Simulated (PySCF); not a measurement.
# C4H3ClS (3-Chlorothiophene): the cost of one run

The runs use PySCF 2.14.0, with density-fitted response routines of our own; the level of theory stands in each step. All values are computed, except where a source is named. Atoms count from 0, in the outputs and in this text.

### 1 The starting structure

9 atoms, charge 0, multiplicity 1; geometry from: GFN2-xTB. The atoms were then displaced at random by about 0.01 Å, so the start is not that level's minimum.

Bonds of the start (Å): Cl0–C1 1.75, C1–C2 1.43, C2–C3 1.32, C3–S4 1.70, S4–C5 1.71, C5–C1 1.37, C2–H6 1.07, C3–H7 1.09, C5–H8 1.07.

### 2 Optimising the geometry at PBE0-D3(BJ)/def2-TZVP

Job settings and geometry (Å):

```
{"job": {"xc": "PBE0", "basis": "def2-TZVP", "d3": "d3bj", "grid": 2, "shake": 0.01, "kind": "geom"}, "charge": 0, "multiplicity": 1}
Cl     2.391910    -0.988990     0.553550
C      0.866830    -0.213030     0.177310
C     -0.366260    -0.925460     0.059180
C     -1.349650    -0.100690    -0.233870
S     -0.896500     1.531120    -0.388740
C      0.732750     1.131970    -0.037220
H     -0.415100    -1.987180     0.205520
H     -2.397310    -0.355010    -0.378310
H      1.491130     1.890120     0.008850
```

Command:

```sh
$ OMP_NUM_THREADS=1 python probes_run.py task.json out
```

One launch serves the whole session: the jobs run in the order shown.

Q: Estimate the wall time and peak memory of this first job on 1 thread of Arm Neoverse N1, shared host.

About 4.6 min, with a peak of 0.8 GiB.
